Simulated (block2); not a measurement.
**DMRG/STO-6G run of [S2]−, part 1 of 2**

What is the vertical ionisation energy of [S2]− at DMRG/STO-6G? 

The calculation is run with block2 0.5.4.

3 further runs of the same task are left out: 2 that didn't finish, 1 set aside as unsound or not needed.

### Step 1. The structure to begin with

The species is [S2]− (2 atoms), meant as a doublet with charge -1. Geometry: relaxed at GFN2-xTB.

Bond lengths: S1–S2 1.977 Å.

### Step 2. A single-point energy at DMRG/STO-6G

Input file make_fcidump.py:

```python
from pyscf import ao2mo, cc, dft, gto, mcscf, mp, scf
from pyscf.tools import fcidump

mol = gto.M(atom=[
    ("S", (0.678550, -0.576410, -0.430000)),
    ("S", (-0.678550, 0.576410, 0.430000)),
], basis="sto-6g", charge=-1, spin=1, verbose=3, max_memory=2000)
print("nao                      = %d" % (mol.nao))
mf = scf.ROHF(mol)
mf.conv_tol = 1e-10
mf.max_cycle = 200
mf.kernel()
if not mf.converged:
    mf = mf.newton().run(mf.mo_coeff, mf.mo_occ)
print("E(HF)                    = %.10f" % (mf.e_tot))
# MP2, CCSD and CCSD(T) with the same frozen core
ref = scf.UHF(mol).run(mf.make_rdm1(), conv_tol=1e-10)
pt = mp.MP2(ref, frozen=10).run()
mycc = cc.CCSD(ref, frozen=10)
mycc.max_cycle = 150
mycc.kernel()
print(f"MP2 total energy         = {pt.e_tot:.10f}")
if mycc.converged:
    print(f"E(CCSD)                  = {mycc.e_tot:.10f}")
    print("CCSD(T) total energy     = %.10f" % (mycc.e_tot + mycc.ccsd_t()))
# a few density functionals on the same geometry and basis
ks = dft.UKS(mol, xc="camb3lyp").set(conv_tol=1e-9, verbose=3).run(mf.make_rdm1())
if ks.converged:
    print(f"E(CAM-B3LYP)             = {ks.e_tot:.8f}")
ks = dft.UKS(mol, xc="bhandhlyp").set(conv_tol=1e-9, verbose=3).run(mf.make_rdm1())
if ks.converged:
    print("E(BHLYP)                 = %.8f" % (ks.e_tot))
ks = dft.UKS(mol, xc="lda,vwn5").set(conv_tol=1e-9, verbose=3).run(mf.make_rdm1())
if ks.converged:
    print(f"E(SVWN5)                 = {ks.e_tot:.8f}")
ks = dft.UKS(mol, xc="pbe").set(conv_tol=1e-9, verbose=3).run(mf.make_rdm1())
if ks.converged:
    print(f"E(PBE)                   = {ks.e_tot:.8f}")
ks = dft.UKS(mol, xc="b3lyp").set(conv_tol=1e-9, verbose=3).run(mf.make_rdm1())
if ks.converged:
    print("E(B3LYP)                 = %.8f" % (ks.e_tot))
# natural orbitals of MP2 give a compact matrix product state
occ_no, mo = mcscf.addons.make_natural_orbitals(mp.MP2(mf.to_uhf(), frozen=10).run())
mf.mo_coeff = mo
# write the integrals of the correlated orbitals
cas = mcscf.CASCI(mf, 8, 13)
h1, ecore = cas.get_h1eff()
fcidump.from_integrals("FCIDUMP", h1, cas.get_h2eff(), 8, 13, nuc=ecore, ms=1)
# exact diagonalisation in the same space
ci = mcscf.CASCI(mf, 8, (7, 6))
ci.fix_spin_(ss=0.75)
ci.fcisolver.conv_tol = 1e-10
ci.fcisolver.max_cycle = 200
ci.kernel()
print(f"E(FCI)                   = {ci.e_tot:.10f}")
```

Input file input.conf:

```
sym c1
orbitals FCIDUMP
nelec 13
spin 1
irrep 1
occ 2 2 2 2 2 2 1 0
cbias 0.1
schedule
0 25 1E-08 1E-03
4 50 1E-08 1E-04
6 75 1E-08 1E-04
10 100 1E-08 1E-05
12 100 1E-09 0.0
end
maxiter 18
sweep_tol 1E-06
fiedler
mem 1g
num_thrds 1
prefix ./tmp
outputlevel 2
onepdm
```

Command:

```console
python make_fcidump.py && block2main input.conf
```

Output:

```text
$ python make_fcidump.py
nao                      = 18
converged SCF energy = -792.125130995885
E(HF)                    = -792.1251309959
converged SCF energy = -792.125388283069  <S^2> = 0.75077808  2S+1 = 2.0007779
E(UMP2) = -792.158167909814  E_corr = -0.0327796267442514
E(SCS-UMP2) = -792.15738964295  E_corr = -0.0320013598806724
E(UCCSD) = -792.1684794729061  E_corr = -0.04309118983694377
MP2 total energy         = -792.1581679098
E(CCSD)                  = -792.1684794729
UCCSD(T) correction = -0.000447175334577762
CCSD(T) total energy     = -792.1689266482
converged SCF energy = -793.368602615199  <S^2> = 0.75018791  2S+1 = 2.0001879
E(CAM-B3LYP)             = -793.36860262
converged SCF energy = -793.398769206147  <S^2> = 0.7503068  2S+1 = 2.0003068
E(BHLYP)                 = -793.39876921

WARN: HOMO 0.346994351300542 >= LUMO 0.34790009603108

WARN: HOMO 0.346958773962898 >= LUMO 0.347916926917114

WARN: HOMO 0.347329374217628 >= LUMO 0.347546331601176

WARN: HOMO 0.347168332353903 >= LUMO 0.34770737530072

WARN: HOMO 0.347156236755838 >= LUMO 0.347719474734338

WARN: HOMO 0.347144770361781 >= LUMO 0.347730937690412

SCF not converged.
SCF energy = -790.55028687001 after 50 cycles  <S^2> = 0.75002982  2S+1 = 2.0000298

WARN: HOMO 0.349223569617529 >= LUMO 0.349601021985485

WARN: HOMO 0.349291492057144 >= LUMO 0.349519660832844

SCF not converged.
SCF energy = -793.025062057047 after 50 cycles  <S^2> = 0.75005986  2S+1 = 2.0000599
converged SCF energy = -793.392265498779  <S^2> = 0.75013353  2S+1 = 2.0001335
E(B3LYP)                 = -793.39226550
E(UMP2) = -792.157944991532  E_corr = -0.0328139956464071
E(SCS-UMP2) = -792.157022166554  E_corr = -0.0318911706683308
CASCI E = -792.169109417365  E(CI) = -29.0150841582650  S^2 = 0.7500000
E(FCI)                   = -792.1691094174

$ block2main input.conf

********************************** INPUT START **********************************
sym                                                             c1
orbitals                                                   FCIDUMP
nelec                                                           13
spin                                                             1
irrep                                                            1
occ                                                2 2 2 2 2 2 1 0
cbias                                                          0.1
maxiter                                                         18
sweep_tol                                                    1E-06
fiedler
mem                                                             1g
num_thrds                                                        1
prefix                                                       ./tmp
outputlevel                                                      2
onepdm
schedule                  Sweep   0-   3 : Mmps =    25 Noise =     0.001 DavTol =     1e-08
                          Sweep   4-   5 : Mmps =    50 Noise =    0.0001 DavTol =     1e-08
                          Sweep   6-   9 : Mmps =    75 Noise =    0.0001 DavTol =     1e-08
                          Sweep  10-  11 : Mmps =   100 Noise =     1e-05 DavTol =     1e-08
                          Sweep  12-  17 : Mmps =   100 Noise =         0 DavTol =     1e-09
********************************** INPUT END   **********************************

SPIN ADAPTED - REAL DOMAIN - DOUBLE PREC
qc mpo type =  QCTypes.Conventional
 UseMainStack = 0 MinDiskUsage = 1 MinMemUsage = 0 IBuf = 0 OBuf = 0
 FPCompression: prec = 1.00e-16 chunk = 1024
 IMain = 0 B / 66.8 MB DMain = 0 B / 343 MB ISeco = 0 B / 28.6 MB DSeco = 0 B / 515 MB
 OpenMP = 1 TBB = 0 BLIS = 0 MKL = GNU 2024.0.2 SeqType = Tasked AlignType = None MKLIntLen = 4
 THREADING = 2 layers : Global | Operator BatchedGEMM
 NUMBER : Global = 1 Operator = 1 Quanta = 0 MKL = 1
 COMPLEX = 1 SINGLE-PREC = 1 KSYMM = 0
using fiedler reorder =  [6 4 3 1 5 7 0 2]
read integral finished 0.004231269937008619
integral sym error =            0
MinMPOMemUsage =  False
MPS =  CCRRRRRR 0 2 < N=13 S=1/2 PG=0 >
GS INIT MPS BOND DIMS =       1     3     8    13    14    13    10     4     1
pre-mpo memory usage =  167 MB
build mpo start ...
build mpo finished ... Tread = 0.000 Twrite = 0.000 T = 0.002
simpl mpo start ...
simpl mpo finished ... Tread = 0.000 Twrite = 0.000 T = 0.004
GS MPO BOND DIMS =      12    20    31    46    31    20    13     1
build 1pdm mpo 0.028285369975492358
build identity mpo 0.028714538784697652
memory usage =  172 MB
para mpo finished 0.02907815878279507
Environment initialization | Nsites =     8 | Center =     0
 INIT-R <-- Site =    5 ..  Bmem =   216 B Rmem =   216 B T = 0.00
 INIT-R <-- Site =    4 ..  Bmem = 2.42 KB Rmem = 1.92 KB T = 0.00
 INIT-R <-- Site =    3 ..  Bmem = 19.0 KB Rmem = 20.5 KB T = 0.00
 INIT-R <-- Site =    2 ..  Bmem = 72.0 KB Rmem = 13.5 KB T = 0.00
 INIT-R <-- Site =    1 ..  Bmem = 64.7 KB Rmem = 8.42 KB T = 0.00
 INIT-R <-- Site =    0 ..  Bmem = 43.9 KB Rmem = 3.38 KB T = 0.00
Time init sweep =        0.004 | MaxBmem = 72.0 KB | MaxRmem = 13.5 KB
 | Tread = 0.000 | Twrite = 0.001 | Tfpread = 0.000 | Tfpwrite = 0.000 | data = 43.8 KB | cpsd = 27.5 KB | Tasync = 0.000

env init finished 0.034876849967986345

[... 2 lines left out ...]
 --> Site =    1-   2 .. Mmps =    9 Ndav =  12 E =   -791.9254108433 Error = 0.00e+00 FLOPS = 2.68e+08 Tdav = 0.00 T = 0.00
[... 2 lines left out ...]
 --> Site =    4-   5 .. Mmps =   25 Ndav =   7 E =   -792.1691031421 Error = 2.15e-10 FLOPS = 4.30e+08 Tdav = 0.00 T = 0.00
[... 11 lines left out ...]
 <-- Site =    6-   7 .. Mmps =    3 Ndav =   1 E =   -792.1691031422 Error = 0.00e+00 FLOPS = 2.66e+08 Tdav = 0.00 T = 0.00
[... 2 lines left out ...]
 <-- Site =    3-   4 .. Mmps =   25 Ndav =   4 E =   -792.1691094165 Error = 1.16e-14 FLOPS = 4.37e+08 Tdav = 0.00 T = 0.00
[... 2 lines left out ...]
 <-- Site =    0-   1 .. Mmps =   16 Ndav =   1 E =   -792.1691094165 Error = 1.03e-17 FLOPS = 2.81e+08 Tdav = 0.00 T = 0.00
[... 11 lines left out ...]
 --> Site =    2-   3 .. Mmps =   21 Ndav =   1 E =   -792.1691094165 Error = 0.00e+00 FLOPS = 3.23e+08 Tdav = 0.00 T = 0.00
[... 2 lines left out ...]
 --> Site =    5-   6 .. Mmps =   25 Ndav =   1 E =   -792.1691094165 Error = 8.25e-14 FLOPS = 2.08e+08 Tdav = 0.00 T = 0.00
[... 11 lines left out ...]
 <-- Site =    5-   6 .. Mmps =    9 Ndav =   1 E =   -792.1691094165 Error = 0.00e+00 FLOPS = 2.51e+08 Tdav = 0.00 T = 0.00
[... 2 lines left out ...]
 <-- Site =    2-   3 .. Mmps =   25 Ndav =   1 E =   -792.1691094165 Error = 1.31e-10 FLOPS = 3.25e+08 Tdav = 0.00 T = 0.00
[... 11 lines left out ...]
 --> Site =    0-   1 .. Mmps =    3 Ndav =   1 E =   -792.1691094165 Error = 0.00e+00 FLOPS = 2.98e+08 Tdav = 0.00 T = 0.00
[... 2 lines left out ...]
 --> Site =    3-   4 .. Mmps =   27 Ndav =   1 E =   -792.1691094165 Error = 2.52e-15 FLOPS = 3.23e+08 Tdav = 0.00 T = 0.00
[... 2 lines left out ...]
 --> Site =    6-   7 .. Mmps =   14 Ndav =   1 E =   -792.1691094165 Error = 5.40e-15 FLOPS = 2.98e+08 Tdav = 0.00 T = 0.00
[... 11 lines left out ...]
 <-- Site =    4-   5 .. Mmps =   18 Ndav =   1 E =   -792.1691094165 Error = 8.34e-16 FLOPS = 3.15e+08 Tdav = 0.00 T = 0.00
[... 2 lines left out ...]
 <-- Site =    1-   2 .. Mmps =   23 Ndav =   1 E =   -792.1691094165 Error = 1.05e-14 FLOPS = 3.34e+08 Tdav = 0.00 T = 0.00
[... 11 lines left out ...]
 --> Site =    1-   2 .. Mmps =    9 Ndav =   1 E =   -792.1691094165 Error = 0.00e+00 FLOPS = 3.36e+08 Tdav = 0.00 T = 0.00
[... 2 lines left out ...]
 --> Site =    4-   5 .. Mmps =   28 Ndav =   1 E =   -792.1691094165 Error = 8.40e-16 FLOPS = 2.97e+08 Tdav = 0.00 T = 0.00
[... 11 lines left out ...]
 <-- Site =    6-   7 .. Mmps =    3 Ndav =   1 E =   -792.1691094165 Error = 0.00e+00 FLOPS = 2.93e+08 Tdav = 0.00 T = 0.00
[... 2 lines left out ...]
 <-- Site =    3-   4 .. Mmps =   24 Ndav =   1 E =   -792.1691094165 Error = 1.99e-15 FLOPS = 2.62e+08 Tdav = 0.00 T = 0.00
[... 2 lines left out ...]
 <-- Site =    0-   1 .. Mmps =   14 Ndav =   1 E =   -792.1691094165 Error = 5.00e-15 FLOPS = 2.43e+08 Tdav = 0.00 T = 0.00
[... 11 lines left out ...]
 --> Site =    2-   3 .. Mmps =   21 Ndav =   1 E =   -792.1691094165 Error = 0.00e+00 FLOPS = 2.72e+08 Tdav = 0.00 T = 0.00
[... 2 lines left out ...]
 --> Site =    5-   6 .. Mmps =   27 Ndav =   1 E =   -792.1691094165 Error = 4.84e-15 FLOPS = 2.94e+08 Tdav = 0.00 T = 0.00
[... 11 lines left out ...]
 <-- Site =    5-   6 .. Mmps =    9 Ndav =   1 E =   -792.1691094165 Error = 0.00e+00 FLOPS = 2.58e+08 Tdav = 0.00 T = 0.00
[... 2 lines left out ...]
 <-- Site =    2-   3 .. Mmps =   29 Ndav =   1 E =   -792.1691094165 Error = 1.95e-15 FLOPS = 3.08e+08 Tdav = 0.00 T = 0.00
[... 11 lines left out ...]
 --> Site =    0-   1 .. Mmps =    3 Ndav =   1 E =   -792.1691094165 Error = 0.00e+00 FLOPS = 2.19e+08 Tdav = 0.00 T = 0.00
 --> Site =    1-   2 .. Mmps =    9 Ndav =   1 E =   -792.1691094165 Error = 0.00e+00 FLOPS = 2.84e+08 Tdav = 0.00 T = 0.00
 --> Site =    2-   3 .. Mmps =   20 Ndav =   1 E =   -792.1691094165 Error = 1.81e-15 FLOPS = 2.76e+08 Tdav = 0.00 T = 0.00
 --> Site =    3-   4 .. Mmps =   26 Ndav =   1 E =   -792.1691094165 Error = 3.15e-15 FLOPS = 2.76e+08 Tdav = 0.00 T = 0.00
 --> Site =    4-   5 .. Mmps =   28 Ndav =   1 E =   -792.1691094165 Error = 2.89e-16 FLOPS = 2.90e+08 Tdav = 0.00 T = 0.00
 --> Site =    5-   6 .. Mmps =   23 Ndav =   1 E =   -792.1691094165 Error = 1.32e-14 FLOPS = 2.94e+08 Tdav = 0.00 T = 0.00
 --> Site =    6-   7 .. Mmps =   14 Ndav =   1 E =   -792.1691094165 Error = 6.32e-16 FLOPS = 2.06e+08 Tdav = 0.00 T = 0.00
[... 8 lines left out ...]
Sweep =   11 | Direction = backward | Bond dimension =  100 | Noise =  1.00e-05 | Dav threshold =  1.00e-08
 <-- Site =    6-   7 .. Mmps =    3 Ndav =   1 E =   -792.1691094165 Error = 0.00e+00 FLOPS = 2.26e+08 Tdav = 0.00 T = 0.00
 <-- Site =    5-   6 .. Mmps =    9 Ndav =   1 E =   -792.1691094165 Error = 0.00e+00 FLOPS = 2.88e+08 Tdav = 0.00 T = 0.00
 <-- Site =    4-   5 .. Mmps =   18 Ndav =   1 E =   -792.1691094165 Error = 8.33e-17 FLOPS = 2.91e+08 Tdav = 0.00 T = 0.00
 <-- Site =    3-   4 .. Mmps =   24 Ndav =   1 E =   -792.1691094165 Error = 2.69e-16 FLOPS = 2.98e+08 Tdav = 0.00 T = 0.00
 <-- Site =    2-   3 .. Mmps =   28 Ndav =   1 E =   -792.1691094165 Error = 3.58e-15 FLOPS = 2.95e+08 Tdav = 0.00 T = 0.00
 <-- Site =    1-   2 .. Mmps =   23 Ndav =   1 E =   -792.1691094165 Error = 1.05e-15 FLOPS = 2.88e+08 Tdav = 0.00 T = 0.00
 <-- Site =    0-   1 .. Mmps =   14 Ndav =   1 E =   -792.1691094165 Error = 5.03e-16 FLOPS = 2.35e+08 Tdav = 0.00 T = 0.00
Time elapsed =      0.251 | E =    -792.1691094165 | DE = -1.42e-14 | DW = 3.58400e-15
Time sweep =        0.020 | 350 KFLOP/SWP
 | Dmem = 48.9 KB (5%) | Imem = 15.8 KB (96%) | Hmem = 163 KB | Wmem = 1.28 KB | Pmem = 12.9 KB
 | Tread = 0.000 | Twrite = 0.001 | Tfpread = 0.000 | Tfpwrite = 0.000 | Tmporead = 0.000
 | data = 127 KB | cpsd = 75.8 KB | Tasync = 0.000
 | Trot = 0.001 | Tctr = 0.000 | Tint = 0.000 | Tmid = 0.000 | Tdctr = 0.000 | Tdiag = 0.001 | Tinfo = 0.001
 | Teff = 0.006 | Tprt = 0.002 | Teig = 0.001 | Tblk = 0.015 | Tmve = 0.004 | Tdm = 0.000 | Tsplt = 0.001 | Tsvd = 0.000 | Torth = 0.000

Sweep =   12 | Direction =  forward | Bond dimension =  100 | Noise =  0.00e+00 | Dav threshold =  1.00e-09
 --> Site =    0-   1 .. Mmps =    3 Ndav =   1 E =   -792.1691094165 Error = 0.00e+00 FLOPS = 2.43e+08 Tdav = 0.00 T = 0.00
 --> Site =    1-   2 .. Mmps =    8 Ndav =   1 E =   -792.1691094165 Error = 2.58e-26 FLOPS = 3.14e+08 Tdav = 0.00 T = 0.00
 --> Site =    2-   3 .. Mmps =   13 Ndav =   1 E =   -792.1691094165 Error = 1.85e-19 FLOPS = 2.69e+08 Tdav = 0.00 T = 0.00
 --> Site =    3-   4 .. Mmps =   14 Ndav =   1 E =   -792.1691094165 Error = 2.92e-19 FLOPS = 2.52e+08 Tdav = 0.00 T = 0.00
 --> Site =    4-   5 .. Mmps =   13 Ndav =   1 E =   -792.1691094165 Error = 4.38e-18 FLOPS = 2.05e+08 Tdav = 0.00 T = 0.00
 --> Site =    5-   6 .. Mmps =    9 Ndav =   1 E =   -792.1691094165 Error = 2.03e-16 FLOPS = 1.62e+08 Tdav = 0.00 T = 0.00
 --> Site =    6-   7 .. Mmps =    4 Ndav =   1 E =   -792.1691094165 Error = 1.11e-16 FLOPS = 4.49e+07 Tdav = 0.00 T = 0.00
Time elapsed =      0.267 | E =    -792.1691094165 | DE = -2.49e-14 | DW = 2.03026e-16
Time sweep =        0.017 | 278 KFLOP/SWP
 | Dmem = 41.0 KB (5%) | Imem = 15.8 KB (96%) | Hmem = 144 KB | Wmem = 1.20 KB | Pmem = 0 B
 | Tread = 0.000 | Twrite = 0.001 | Tfpread = 0.000 | Tfpwrite = 0.000 | Tmporead = 0.000
 | data = 39.4 KB | cpsd = 24.5 KB | Tasync = 0.000
 | Trot = 0.000 | Tctr = 0.000 | Tint = 0.000 | Tmid = 0.000 | Tdctr = 0.000 | Tdiag = 0.001 | Tinfo = 0.001
 | Teff = 0.005 | Tprt = 0.000 | Teig = 0.001 | Tblk = 0.012 | Tmve = 0.004 | Tdm = 0.000 | Tsplt = 0.000 | Tsvd = 0.000 | Torth = 0.000

Final canonical form =  LLLLLLLC 6
DMRG Energy = -792.169109416540778
npdm string = ['(C+D)0']

Build NPDM MPO | Nsites =     8 | Nmaxops =  2 | SymbolFree = T | Cutoff = 0.00e+00
 Site =     0 /     8 .. L =        4 R =        1 M =            0 Tmid = 0.000 T = 0.000
 Site =     1 /     8 .. L =        4 R =       15 M =           15 Tmid = 0.000 T = 0.000
 Site =     2 /     8 .. L =        4 R =       13 M =           13 Tmid = 0.000 T = 0.000
 Site =     3 /     8 .. L =        4 R =       11 M =           11 Tmid = 0.000 T = 0.000
 Site =     4 /     8 .. L =        4 R =        9 M =            9 Tmid = 0.000 T = 0.000
 Site =     5 /     8 .. L =        4 R =        7 M =            7 Tmid = 0.000 T = 0.000
 Site =     6 /     8 .. L =        4 R =        5 M =            5 Tmid = 0.000 T = 0.000
 Site =     7 /     8 .. L =        1 R =        4 M =            4 Tmid = 0.000 T = 0.000
Ttotal =      0.000

Environment initialization | Nsites =     8 | Center =     6
 INIT-L --> Site =    1 ..  Bmem =    80 B Rmem =    80 B T = 0.00
 INIT-L --> Site =    2 ..  Bmem =    80 B Rmem =   480 B T = 0.00
 INIT-L --> Site =    3 ..  Bmem =   480 B Rmem = 1.25 KB T = 0.00
 INIT-L --> Site =    4 ..  Bmem = 1.25 KB Rmem = 1.47 KB T = 0.00
 INIT-L --> Site =    5 ..  Bmem = 1.47 KB Rmem = 1.34 KB T = 0.00
 INIT-L --> Site =    6 ..  Bmem = 1.34 KB Rmem =   608 B T = 0.00
Time init sweep =        0.002 | MaxBmem = 1.47 KB | MaxRmem = 1.34 KB
 | Tread = 0.000 | Twrite = 0.000 | Tfpread = 0.000 | Tfpwrite = 0.000 | data = 5.20 KB | cpsd = 3.73 KB | Tasync = 0.000

Expectation | Direction = backward | BRA bond dimension =   29 | KET bond dimension =   29
 <-- Site =    6-   7 .. Nterms =            4 Error =  0.000000000000/ 0.000000000000 FLOPS = 3.79e+06 Tmult = 0.00 T = 0.00
 <-- Site =    5-   6 .. Nterms =            5 Error =  0.000000000000/ 0.000000000000 FLOPS = 2.55e+07 Tmult = 0.00 T = 0.00
 <-- Site =    4-   5 .. Nterms =            7 Error =  0.000000000000/ 0.000000000000 FLOPS = 4.96e+07 Tmult = 0.00 T = 0.00
 <-- Site =    3-   4 .. Nterms =            9 Error =  0.000000000000/ 0.000000000000 FLOPS = 7.81e+07 Tmult = 0.00 T = 0.00
 <-- Site =    2-   3 .. Nterms =           11 Error =  0.000000000000/ 0.000000000000 FLOPS = 9.17e+07 Tmult = 0.00 T = 0.00
 <-- Site =    1-   2 .. Nterms =           13 Error =  0.000000000000/ 0.000000000000 FLOPS = 7.75e+07 Tmult = 0.00 T = 0.00
 <-- Site =    0-   1 .. Nterms =           15 Error =  0.000000000000/ 0.000000000000 FLOPS = 6.99e+07 Tmult = 0.00 T = 0.00
Time elapsed =      0.011
Time sweep =        0.011 | 43.0 KFLOP/SWP
 | Dmem = 6.73 KB (16%) | Imem = 3.91 KB (92%) | Hmem = 45.0 KB | Wmem = 1.12 KB | MaxBmem = 5.14 KB | MaxRmem = 5.61 KB
 | Tread = 0.000 | Twrite = 0.001 | Tfpread = 0.000 | Tfpwrite = 0.000 | data = 17.7 KB | cpsd = 13.9 KB | Tasync = 0.000
 | Trot = 0.000 | Tctr = 0.000 | Tint = 0.000 | Tmid = 0.000 | Tdctr = 0.000 | Tdiag = 0.000 | Tinfo = 0.001
 | Teff = 0.001 | Texpt = 0.001 | Tblk = 0.008 | Tmve = 0.002

NPDM Sorting | Nsites =     8 | Nmaxops =  2 | DotSite = 2 | SymbolFree = T | Compressed = T | LowMem = F | Mem = 512 B
 Site =     0 ..  T = 0.000
 Site =     1 ..  T = 0.000
 Site =     2 ..  T = 0.000
 Site =     3 ..  T = 0.000
 Site =     4 ..  T = 0.000
 Site =     5 ..  T = 0.000
 Site =     6 ..  T = 0.000
Ttotal =      0.000

DMRG OCC =   2.000 1.999 1.998 1.997 1.967 1.952 1.032 0.056
```

It took 11 s on 1 thread of AMD EPYC 7B13 (Zen 3), shared host; peak memory 0.18 GiB.

(Continued in part 2 of 2.)
